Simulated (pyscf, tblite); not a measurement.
cyclopropane + Cl• → •H₂C–CH₂–CH₂–Cl: energy along the mass-weighted descent from the GFN2-xTB with spin polarisation saddle (tblite), relative to the relaxed reactant side, a complex of the molecules.

```
s (amu^1/2 bohr)  E (kcal/mol)
----------------  ------------
-5.33                      0.6
-5.14                      0.7
-4.92                      0.8
-4.64                      1.1
-4.22                      1.5
-3.72                      2.5
-1.80                      6.7
0.000                     12.7
1.80                       6.0
3.84                      -0.7
4.97                      -2.3
5.42                      -2.9
5.75                      -3.3
6.04                      -3.6
6.27                      -3.8
```

The GFN2-xTB with spin polarisation barrier from the reactant side is 0.55 eV. What does ωB97X-D3(BJ) (PySCF) give from its own reactant-side minimum, in def2-SVP and in def2-TZVP?

0.57 eV in the double-zeta basis after reoptimising the saddle, and 0.40 eV in the triple-zeta single point, so the tight-binding barrier lies 0.15 eV over the latter. The imaginary mode goes from 739i to 804i cm⁻¹.
